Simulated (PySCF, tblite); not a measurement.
Isomers of C3H7FN (doublet state), one GFN2-xTB conformer each. Single-point energies are computed at B3LYP/pcH-1 (PySCF, gas phase, no added dispersion term), electronic only. GFN2-xTB treats the open shell by occupation alone, and not every SCF solution was tested for stability.

Problem. Rank them by B3LYP/pcH-1 energy, lowest first (kJ/mol).
A. `[NH2:1][CH:2][CH2:3][CH2:4][F:5]` (doublet state) with H–N1–C2–C3 41° and 171°, N1–C2–C3–C4 80°, C2–C3–C4–F5 69°
B. `[NH2:1][CH2:2][CH2:3][CH:4][F:5]` (doublet state) with H–N1–C2–C3 61° and -61°, N1–C2–C3–C4 179°, C2–C3–C4–F5 77°
C. `[NH2:1][CH2:2][CH:3][CH2:4][F:5]` (doublet state) with H–N1–C2–C3 66° and -53°, N1–C2–C3–C4 118°, C2–C3–C4–F5 46°

Solution. A (0.0), B (33.6), C (39.5).

Neighbours under 21 kJ/mol apart (NCC[CH]F and NC[CH]CF) can change places with a better method, another conformer or zero-point energy. GFN2-xTB itself gives, in the same order: 0.0, 30.9, 41.2. Both levels put the same isomer lowest; measured from each level's own lowest isomer, the values differ by up to 2.7 kJ/mol (NCC[CH]F: 30.9 against 33.6).

Problem. What happens when harmonic zero-point energies from GFN2-xTB frequencies are added?

Solution. 
| SMILES | ZPE (kJ/mol) | electronic (kJ/mol) | with ZPE (kJ/mol) |
| --- | --- | --- | --- |
| N[CH]CCF | 255.5 | 0.0 | 0.0 |
| NCC[CH]F | 256.3 | 33.6 | 34.4 |
| NC[CH]CF | 252.4 | 39.5 | 36.4 |

The zero-point energies span 3.9 kJ/mol. The order is unchanged.
